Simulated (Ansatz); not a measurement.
A made-up structure of C2H4N (charge +1), singlet:

C1  (-0.963, -0.192, -0.757)
N2  (0.963, 0.192, 0.757)
C3  (0.000, 0.000, 0.000)
H4  (-1.971, 0.042, -0.414)
H5  (-0.789, -0.591, -1.757)
H6  (1.437, 1.095, 0.749)
H7  (1.270, -0.556, 1.379)
(Å)

It is relaxed with PBE-D4/def2-SVP and then PBE0-D4/def2-TZVP (Ansatz 0.2.0). Atoms count as bonded within 1.22 times the sum of their covalent radii (H–H: 0.88 Å). The end point is not checked to be a true minimum.

Does its bonding change? (Judge from chemistry; the calculation decides.)

Computed: No: no bond forms or breaks.

Where it ends: The first stage lowers the energy by 0.19 eV in 4 steps. It ends as C₂H₄N ([CH2][C][NH2]), total charge +1:
```json
{"atom": "C1", "x (Å)": "-0.9876", "y (Å)": "-0.1964", "z (Å)": "-0.7765"}
{"atom": "N2", "x (Å)": "0.9766", "y (Å)": "0.1943", "z (Å)": "0.7680"}
{"atom": "C3", "x (Å)": "0.0045", "y (Å)": "0.0010", "z (Å)": "0.0036"}
{"atom": "H4", "x (Å)": "-1.9992", "y (Å)": "0.0321", "z (Å)": "-0.4460"}
{"atom": "H5", "x (Å)": "-0.8274", "y (Å)": "-0.5944", "z (Å)": "-1.7769"}
{"atom": "H6", "x (Å)": "1.4717", "y (Å)": "1.0856", "z (Å)": "0.7841"}
{"atom": "H7", "x (Å)": "1.3078", "y (Å)": "-0.5327", "z (Å)": "1.4016"}
```

Labels in which every atom is bracketed show which atoms are joined, not bond orders.

For scale, one of the runs: PBE0-D4/def2-TZVP relaxation, 117 basis functions, launched by `ansatz run in.yaml --threads 2 --pin off --events-out ev --progress --plain --max-ram 4352MiB`. Hardware: 2 CPU threads of an Intel Xeon Platinum 8488C, shared host. Wall time about 7.5 s.
